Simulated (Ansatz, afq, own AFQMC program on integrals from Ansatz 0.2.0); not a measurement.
AFQMC on a folder of integrals that Ansatz 0.2.0 wrote.

```yaml
crystal:
  periodic: [false, false, false]
  atoms:
    - {symbol: Si, position_ang: [0.000000, -0.081122, 0.624572]}
    - {symbol: N, position_ang: [0.000000, 0.049408, -1.077458]}
    - {symbol: H, position_ang: [0.000000, 1.434266, 0.850543]}
    - {symbol: H, position_ang: [0.000000, 0.905200, -1.610089]}
    - {symbol: H, position_ang: [0.000000, -0.765663, -1.670950]}
basis:
  gaussian: {orbitals: cc-pVDZ}
total_charge: 1
magnetization: {spin_polarized: true, initial_magnetization: 1}
correlation: {method: ccsd_t, electrons: outside_noble_gas, hamiltonian_folder: ham}
```

```sh
$ ansatz run in.yaml --threads 1 --pin off --events-out ev --progress --plain --max-ram 1843MiB
```

afq runs on the folder ham with

```
--method free --trial cisd --walkers 60 --time-step 0.03 --max-blocks 80 --target-error 0.0004 --factor-cut 1e-05 --seed 2591 --times 0,0.21,0.42,0.81,1.2,1.8,2.4,3 --taylor-order 8
```

Times are imaginary, in 1/Eh. The walk had a cap of 1706 s.

Log:

```
orbitals 41  electrons 6 5  factors 322 of 450
reference energy -344.82218189 Eh
CCSD correlation -0.26381285 Eh in 13 cycles, weight of the determinant in the CISD state 0.8816
repeat  energy at the last time / Eh  error
    10  -345.100199  0.002768
    20  -345.097627  0.001735
    30  -345.098714  0.001371
    40  -345.098410  0.001250
    50  -345.097633  0.001062
    60  -345.097477  0.000917
    70  -345.096936  0.000872
    80  -345.096771  0.000807
time / (1/Eh)  energy / Eh  error  mean overlap
  0.00  -345.085958  0.000256  1.1358
  0.21  -345.091210  0.000302  1.1238
  0.42  -345.093145  0.000314  1.1302
  0.81  -345.094629  0.000327  1.1283
  1.20  -345.095320  0.000381  1.1213
  1.80  -345.095426  0.000453  1.1448
  2.40  -345.094809  0.000511  1.1529
  3.00  -345.096771  0.000807  1.1284
energy -345.096771 +/- 0.000807 Eh
```

The run passed its tests (error under three times the target), which doesn't prove that it has relaxed.

Against this walk (error 22.0 meV) on the same determinant: CCSD(T) 66.2 meV higher, the released energy of a separate walk with a CISD trial 19.4 ± 29.0 meV higher (within the noise). The error is statistical, and a free projection of finite length keeps a remainder of its start. The last points scatter (meV from the last: 58 ± 9 at 0.81, 39 ± 10 at 1.20, 37 ± 12 at 1.80, 53 ± 14 at 2.40, 0 ± 22 at 3.00); the last is the one printed as the energy, and the gaps above move with that scatter.

Cautions: remainder of the start not in the error; error above the target (22.0 against 10.9 meV).

The walk took 4.8 min on 1 thread of Intel(R) Xeon(R) 6975P-C (Granite Rapids) (shared host). The log's last line is the free-projection energy.

A walk keeps the symmetry of its determinant, which the program's search chose and which needn't be the lowest solution, so a lower state of the same spin and another symmetry isn't excluded.
